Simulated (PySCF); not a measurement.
Compound: 2-oxazoline, C3H5NO.
Structure used (PBE0-D3(BJ)/def2-SVP), in Å, numbered top down from 1:
```xyz
10
C3H5NO angstrom
C      1.375   -0.458   -0.049
N      0.470   -1.294    0.236
C     -0.780   -0.543    0.237
C     -0.383    0.887   -0.186
O      1.046    0.825   -0.286
H      2.444   -0.677   -0.122
H     -1.232   -0.580    1.242
H     -1.504   -1.005   -0.453
H     -0.649    1.662    0.548
H     -0.786    1.181   -1.167
```

Definitions: NICS(0) = −σiso at the ring centroid; NICS(1) = −σiso and NICS(1)zz = −σzz at ±1 Å along the ring normal z. Level: GIAO PBE0/pcSseg-1 (PySCF, non-relativistic, gas phase) on the PBE0-D3(BJ)/def2-SVP geometry, one conformer.

Ring bond lengths (Å), with Mayer bond orders in brackets: C1–N2 1.264 (1.88), N2–C3 1.458 (1.01), C3–C4 1.544 (1.03), C4–O5 1.433 (0.88), O5–C1 1.345 (1.08).

Task: Give the NICS values of each ring in ppm.

Result: 
| ring | type | NICS(0) | NICS(1), two faces | NICS(1)zz, two faces | rms pucker (Å) | centre to ring atoms, mean (Å) |
| --- | --- | --- | --- | --- | --- | --- |
| C1–N2–C3–C4–O5 | 5-membered ring with N and O; formal bonds 1 double, 4 single | -5.5 | -3.2 / -3.0 | -7.0 / -6.9 | 0.02 | 1.20 |

Task: What do they say, and how far can they be read as aromaticity?

Result: 
- C1–N2–C3–C4–O5: mean NICS(1)zz -6.9 ppm, shielded. C3, C4 have four or more neighbours; no verdict on aromaticity is drawn.

Task: At the first NICS(1) probe listed for ring C1–N2–C3–C4–O5, 1 Å off the ring, how large is the induced field along the normal in 9.4 T applied along it?

Result: NICSzz × B0 = -7.0 ppm × 9.4 T = -66 μT, against the applied field.

Task: What are the shieldings of the ring atoms and their hydrogens in the same run (means over atoms taken as equivalent)?

Result: 
| atoms | environment | σ isotropic (ppm) |
| --- | --- | --- |
| C1 | C=N carbon | 24.0 |
| N2 | C=N nitrogen | 8.8 |
| C3 | sp3 carbon bound to nitrogen | 128.2 |
| C4 | sp3 carbon bound to oxygen | 118.0 |
| O5 | oxygen bonded to 2 C | 153.2 |
| H6 | hydrogen on a C=N carbon | 24.92 |
| H7 (×2) | methylene hydrogen | 27.44 |
| H9 (×2) | methylene hydrogen | 27.31 |

Task: How do the values depend on the level or the medium?

Result: 
| level | NICS(0), C1–N2–C3–C4–O5 | mean NICS(1)zz, C1–N2–C3–C4–O5 |
| --- | --- | --- |
| PBE0/pcSseg-1, gas | -5.5 | -6.9 |
| PBE0/pcSseg-2, gas | -4.6 | -5.5 |

The geometry is the same throughout.
